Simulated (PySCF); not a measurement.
Peak assignment

Molfile (atoms numbered from 1):
```
C5H6
     RDKit          3D

 11 10  0  0  0  0  0  0  0  0999 V2000
    2.4056   -0.8390   -0.0262 C   0  0  0  0  0  0  0  0  0  0  0  0
    1.5588    0.0314   -0.0616 C   0  0  0  0  0  0  0  0  0  0  0  0
    0.5890    1.0720   -0.1086 C   0  0  0  0  0  0  0  0  0  0  0  0
   -0.7372    0.8895    0.0310 C   0  0  0  0  0  0  0  0  0  0  0  0
   -1.4202   -0.4125    0.2567 C   0  0  0  0  0  0  0  0  0  0  0  0
    3.1534   -1.6090    0.0061 H   0  0  0  0  0  0  0  0  0  0  0  0
    0.9727    2.0849   -0.2715 H   0  0  0  0  0  0  0  0  0  0  0  0
   -1.3725    1.7803   -0.0270 H   0  0  0  0  0  0  0  0  0  0  0  0
   -0.7044   -1.2448    0.3024 H   0  0  0  0  0  0  0  0  0  0  0  0
   -1.9965   -0.3935    1.1969 H   0  0  0  0  0  0  0  0  0  0  0  0
   -2.1458   -0.6178   -0.5480 H   0  0  0  0  0  0  0  0  0  0  0  0
  1  2  3  0
  2  3  1  0
  3  4  2  0
  4  5  1  0
  1  6  1  0
  3  7  1  0
  4  8  1  0
  5  9  1  0
  5 10  1  0
  5 11  1  0
M  END
```

Calculated, not measured (PySCF 2.14.0 with density-fitted response routines): coordinates at the PBE0-D3(BJ)/def2-SVP level, NMR shieldings at PBE0/pcSseg-1/GIAO, J couplings at B3LYP/pcJ-1 (without the spin–dipole term). Equivalent nuclei averaged, one conformer, non-relativistic, no solvent.

Shifts are taken against calculated references (same method and geometry level): ¹³C (σref 184.41), ¹H (σref 31.27) against TMS.

Question: Assign these signals to the numbered atoms. ¹³C{¹H} NMR (computed): δ 152.2, 116.6, 92.6, 82.3, 19.0.

Answer: 
152.2 → C4, alkene CH: an sp2 carbon of a C=C bond
116.6 → C3, alkene CH
92.6 → C1, terminal alkyne carbon: sp carbons lie upfield of alkene carbons because the cylindrical π system leaves one tensor component strongly shielded
82.3 → C2, alkyne carbon: sp carbons lie upfield of alkene carbons because the cylindrical π system leaves one tensor component strongly shielded
19.0 → C5, allylic methyl carbon: saturated and bonded to C and H only

Question: Assign these signals to the numbered atoms. ¹H NMR (500 MHz, computed): δ 6.14 (dqd, J = 12.6, 8.4, 1.2 Hz, 1H), 5.57 (ddq, J = 12.6, 3.8, 2.6 Hz, 1H), 3.30 (d of quint, J = 3.8, 1.2 Hz, 1H), 2.05 (ddd, J = 8.4, 2.6, 1.2 Hz, 3H).

Answer: 
```tsv
δ (ppm)	atoms	environment	reason
6.14	H8	hydrogen on an alkene CH	a vinylic proton, deshielded by the sp2 carbon and the C=C anisotropy
5.57	H7	hydrogen on an alkene CH	–
3.30	H6	hydrogen on a terminal alkyne carbon	it lies on the axis of the triple bond, in its shielding cone
2.05	H9/H10/H11	hydrogen on an allylic methyl carbon	allylic position
```

Splittings below 1 Hz are ignored in the labels, and close J values are merged. Unscaled 3J(H,H) at this level run about 10 % above measured values. Shifts are as computed. Against solution values, carbons near 30 ppm lie about +2 ppm off and those near 130 ppm about +5 ppm. Of 1211 compounds with measured shifts, 218 miss one by over three times the rms of a fit or turn the order of signals round; such compounds aren't used in these exercises.
